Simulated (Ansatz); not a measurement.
**Crystal structures of silver under r²SCAN**

All numbers below come from Ansatz, DFT, r2SCAN, plane waves (500 eV) with PAW, scalar-relativistic. The PAW files were generated under PBE, with cores re-solved for the functional.

Each structure is relaxed within its own symmetry, so a high-lying one may be dynamically unstable.

| structure | ΔE (meV/atom) | V (Å³/atom) | cell | magnetic state |
| --- | --- | --- | --- | --- |
| fcc | 0 | 17.28 | a = 4.104 Å | spin not included |
| dhcp (4H) | 5 | 17.29 | a = 2.891 Å, c = 9.558 Å (c/a = 3.307) | spin not included |
| hcp | 6 | 17.35 | a = 2.915 Å, c = 4.715 Å (c/a = 1.617) | spin not included |
| bcc | 36 | 17.45 | a = 3.268 Å | spin not included |
| omega (AlB2-type) | 67 | 17.66 | a = 4.676 Å, c = 2.798 Å (c/a = 0.598) | spin not included |
| A15 | 94 | 17.82 | a = 5.224 Å | spin not included |
| simple cubic | 339 | 20.02 | a = 2.715 Å | spin not included |
| diamond | 871 | 28.30 | a = 6.095 Å | spin not included |

ΔE counts from fcc.

Differences under about 8 meV lie within the error of the k-point mesh.
